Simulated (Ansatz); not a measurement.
Born–Oppenheimer molecular dynamics of CH4Mg2 (7 atoms, charge 0, multiplicity 1). It goes on from the last frame of an earlier run, with new velocities.

Theory: Ansatz, RKS BLYP-D4/def2-SVP.

* ensemble: NVE (velocity Verlet)
* time step: 0.5 fs
* steps asked: 150
* starting velocities drawn for: 300 K
* masses: H 10 u
* seed: 335632

First frame:

```xyz
7
Properties=species:S:1:pos:R:3
C -1.562 0.844 -0.168
Mg 0.261 -0.261 0.015
Mg 2.827 -1.380 0.355
H -1.743 1.158 -1.208
H -2.452 0.282 0.151
H -1.501 1.812 0.370
H 4.323 -2.210 0.425
```

Q: How far do the bonds stretch over the last three quarters of this one trajectory? (Pairs bonded in most of those frames.)

A: 
```csv
bond,mean (Å),spread (Å),shortest,longest
C1–Mg2,2.105,0.025,2.05,2.13
C1–H4,1.123,0.047,1.04,1.19
C1–H5,1.112,0.022,1.08,1.14
C1–H6,1.114,0.030,1.05,1.17
Mg2–Mg3,2.849,0.007,2.84,2.86
Mg3–H7,1.726,0.020,1.70,1.76
```

Mean temperature of the second half: 180 K. The conserved energy stayed within 0.049 meV per atom of its start (net change 0.021 meV per atom), so the integration is sound. A run of 0.075 ps of so small a system gives no equilibrium averages.

Run time: 3 min on 1 thread of Arm Neoverse V1, on a shared host, peak memory 0.09 GiB.
